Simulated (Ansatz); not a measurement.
A calculation with Ansatz (development build ahead of 0.2.0).

```yaml
crystal:
  periodic: [false, false, false]
  atoms:
    - { symbol: Cl, position_ang: [-1.02599, 0.07241, 1.95142] }
    - { symbol: Mg, position_ang: [0.00396, 0.02341, 0.01103] }
    - { symbol: Cl, position_ang: [1.03432, -0.02571, -1.92911] }
basis:
  gaussian: { orbitals: def2-SVP }
magnetization:
  spin_polarized: true
  initial_magnetization: 2
hamiltonian:
  xc: pbe0
output:
  forces: true
```

The input is written out in the form of the current development build from the run's settings.

The run gave:

| Quantity | Value |
| --- | --- |
| Converged | yes |
| Total energy | -1119.66303 hartree |
| Spin squared of the determinant | 2.003 |
| Stability test | minimum |

Forces (eV/Å):
```tsv
atom	Fx	Fy	Fz
Cl1	-1.088	0.052	2.050
Mg2	-0.001	0.000	0.000
Cl3	1.089	-0.052	-2.050
```

Caution: another spin multiplicity may lie lower.
